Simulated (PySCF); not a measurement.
One molecule, a ladder of functionals, a line

Molecule: `O=P(O)(O)O`, H3O4P.

Geometry (Å), atoms numbered from 1 in this order:
```xyz
8

O    -1.1287    0.9902    0.6319
P    -0.1087    0.0942    0.0524
O    -0.6305   -0.9902   -1.0076
O     1.0776    0.8011   -0.7641
O     0.7020   -0.8236    1.0897
H    -1.3573   -0.6337   -1.5340
H     1.3194    1.6433   -0.3583
H     0.1443   -1.0625    1.8410
```

GIAO shieldings (ppm, equivalent atoms averaged) in PySCF 2.14 on the PBE0-D3(BJ)/def2-SVP geometry, basis pcSseg-2, gas phase, non-relativistic:

```tsv
functional	exact exchange (%)	σ(O1)	σ(O3/O4/O5)
BLYP	0	159.2	209.4
BP86	0	158.7	210.9
PBE	0	158.0	210.8
B3LYP	20	169.0	217.0
mPW1PW91	25	170.9	220.3
```

Task: Fit each shielding as a line in the percentage of exact exchange.

Result: σ(O1) = 158.7 + 0.50 x (rms 0.4 ppm); σ(O3/O4/O5) = 210.3 + 0.37 x (rms 0.7 ppm). The functionals also differ in their semilocal parts, which the line can't hold.

Task: What does the line predict for BHandHLYP (50 %), and what does the run give?

Result: σ(O1): 183.7 predicted, 183.9 computed; σ(O3/O4/O5): 228.8 predicted, 227.7 computed ppm.
